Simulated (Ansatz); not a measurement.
Species: C2H4, net charge 1, doublet state. 
Geometry from a B3LYP-D3(BJ)/def2-TZVP (Ansatz, a program for electronic structure) optimisation:
```xyz
6

C      0.0110     0.0066     0.6937
C     -0.0110    -0.0066    -0.6937
H     -0.2087     0.9161     1.2520
H      0.2486    -0.8922     1.2619
H      0.2120     0.8913    -1.2692
H     -0.2520    -0.9152    -1.2447
```
Charge +1, spin multiplicity 2.

Basis-set convergence of Hartree-Fock and CCSD(T) correlation energies (hartree) with Ansatz. Cores are frozen in the correlated levels unless marked. UHF or UKS for open shells. No spin-orbit coupling. Non-relativistic.

```
basis    functions      E(HF)  E(corr, CCSD(T))
-------  ---------  ---------  ----------------
cc-pVDZ         48  -77.71554          -0.26416
cc-pVTZ        116        ___               ___
```

Task: What belongs in the gaps?

Result: 
- cc-pVTZ, E(HF): -77.73805
- cc-pVTZ, E(corr, CCSD(T)): -0.31668
